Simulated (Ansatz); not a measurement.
hcp Ru was calculated with PBEsol (PAW; Ansatz, a first-principles code).

Run with plane-wave cutoff 500 eV, 24×24×1 k mesh (along the axes of the cell as run), Fermi–Dirac smearing 0.1 eV, scalar-relativistic PAW data made under PBE.

Task: Give the computed surface energy of the (0001) face and work function of the (0001) face.

Result: 
- surface energy of the (0001) face: 3.00 J/m²
- work function of the (0001) face: 5.14 eV

The slab of 6 atoms is relaxed and unreconstructed.

The computed numbers hold no vibrational or temperature effects.

Cost on a shared machine: roughly 3.0 core-minutes.
